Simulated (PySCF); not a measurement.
Which level of theory gave which numbers?

Species: propylene oxide, C3H6O.
SMILES: `C[C@@H]1CO1`

The closed-shell ground state was solved 5 times with PySCF (density fitting, gas phase), always with PBE0, in these basis sets: 6-31G*, def2-SVP, def2-SVPD, def2-TZVP and pcSseg-1. Isolated species at its PBE0-D3(BJ)/def2-SVP geometry, gas phase.

```json
{"row": "P", "total energy (Eh)": "-192.7433", "HOMO (eV)": "-7.63", "LUMO (eV)": "2.18", "dipole (D)": "1.91"}
{"row": "Q", "total energy (Eh)": "-192.8811", "HOMO (eV)": "-7.50", "LUMO (eV)": "3.22", "dipole (D)": "1.90"}
{"row": "R", "total energy (Eh)": "-192.7572", "HOMO (eV)": "-7.88", "LUMO (eV)": "0.91", "dipole (D)": "1.94"}
{"row": "S", "total energy (Eh)": "-192.9601", "HOMO (eV)": "-7.80", "LUMO (eV)": "1.56", "dipole (D)": "1.85"}
{"row": "T", "total energy (Eh)": "-192.8636", "HOMO (eV)": "-7.73", "LUMO (eV)": "1.73", "dipole (D)": "2.00"}
```

**Question.** Which basis belongs to which row?

**Answer.** P = def2-SVP, Q = 6-31G*, R = def2-SVPD, S = def2-TZVP, T = pcSseg-1. From the lowest total energy up: def2-TZVP (160 functions) 0 eV; 6-31G* (68 functions) +2.15 eV; pcSseg-1 (98 functions) +2.63 eV; def2-SVPD (131 functions) +5.52 eV; def2-SVP (86 functions) +5.90 eV.
